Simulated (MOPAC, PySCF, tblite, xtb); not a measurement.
Scan of CS₂, singlet: symmetric bend, bond length relaxed. Scanned: S-C-S angle. Other coordinates (C-S bond length) were minimised at PBE0/def2-TZVP.

- GFN2-xTB, 300 K electronic temperature (tblite)
- AM1, restricted, heats of formation (MOPAC)
- GFN1-xTB (xtb)
- CCSD(T) on RHF/cc-pVTZ, 11 core orbitals frozen (PySCF)

Energies relative to the lowest point of each profile, in kJ/mol; the last columns give the difference from CCSD(T):

```csv
a / °,GFN2-xTB,AM1,GFN1-xTB,CCSD(T),GFN2-xTB − CCSD(T),AM1 − CCSD(T),GFN1-xTB − CCSD(T)
180,0.0,0.0,0.0,0.0,0.0,0.0,0.0
170,3.1,6.7,3.9,5.3,-2.3,1.3,-1.4
160,12.6,26.9,16.0,21.5,-9.0,5.3,-5.6
150,29.6,61.5,37.2,49.3,-19.7,12.2,-12.1
140,55.9,111.8,69.6,89.9,-33.9,22.0,-20.3
130,94.7,180.2,116.1,145.4,-50.7,34.8,-29.3
120,150.5,268.9,181.7,219.3,-68.8,49.6,-37.6
110,229.9,381.9,273.5,316.4,-86.4,65.5,-42.8
```

GFN2-xTB is furthest from CCSD(T) at 110 (-86.4 kJ/mol, below); its mean absolute difference over the points is 33.9 kJ/mol.

AM1 is furthest from CCSD(T) at 110 (65.5 kJ/mol, above); its mean absolute difference over the points is 23.8 kJ/mol.

GFN1-xTB is furthest from CCSD(T) at 110 (-42.8 kJ/mol, below); its mean absolute difference over the points is 18.6 kJ/mol.
